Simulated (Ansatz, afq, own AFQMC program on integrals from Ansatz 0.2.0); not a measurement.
## Where AFQMC and coupled cluster stand for SiH₃⁻, singlet

```xyz
4

Si    0.0000    0.0000   -0.0804
H     1.3052   -0.0002    0.7466
H    -0.6524    1.1304    0.7466
H    -0.6528   -1.1302    0.7466
```

Basis aug-cc-pVDZ. Noble-gas cores (and the filled d shells of Ga–Kr and In–Xe) are frozen. Integrals, coupled cluster, full CI and functionals: Ansatz 0.2.0; the random walks run on the same integrals in our own AFQMC program. The CISD trial takes its coefficients from CCSD amplitudes. Released means that phaseless walkers are propagated on without the constraint, phases kept. Free AFQMC starts from the CCSD state and is never constrained. Its projection time is finite, and what remains of the start isn't in its error. Error bars are statistical, one sigma.

Determinant: RHF, the one that the program's search chose, which needn't be the lowest solution. The geometry is a PBE0/def2-TZVPD stationary point of this or a neighbouring charge and spin state.

No full CI on the walks' own integrals is used here; CCSDT(Q) serves as the reference and is uncertain by about the last step of the cluster series.

```
T1 diagnostic                               : 0.0150
weight of the determinant in the CISD state : 0.893
size of the correlated space                : 8 electrons in 49 orbitals
```

```tsv
level	correlation energy (eV)
MP2	-3.5698
CCSD	-4.4059
CCSD(T)	-4.5354
```

(1) Estimate where AFQMC with the constraint released lies against CCSD(T) on the same integrals.

(1) 2.8 ± 0.7 kJ/mol below CCSD(T).

Reference: CCSDT(Q), correlation energy -4.566 eV. The released energy is read at 1.50 1/Eh (meV from the phaseless value at times in 1/Eh: 8 ± 9 at 0.24, 13 ± 10 at 0.50, 12 ± 8 at 1.00, 15 ± 8 at 1.50).

```tsv
level	E − E(reference) (kJ/mol)	share of correlation (%)
CCSD(T)	2.9	99.33
CCSDT	0.6	99.87
ph-AFQMC/HF	-3.9 ± 3.6	100.88
ph-AFQMC/CISD	-1.3 ± 0.9	100.29
released AFQMC	0.2 ± 0.7	99.96
free AFQMC	-0.6 ± 1.3	100.13
```

Free projections are given only where their last times agree within the noise and don't stop above the reference; a slow remainder of the start can still hide under it. A walk keeps the symmetry of its determinant, which the program's search chose and which needn't be the lowest solution, so a lower state of the same spin and another symmetry isn't excluded. Released energies are given only where the last usable release times agree within the noise; a slower fall can still hide under it.
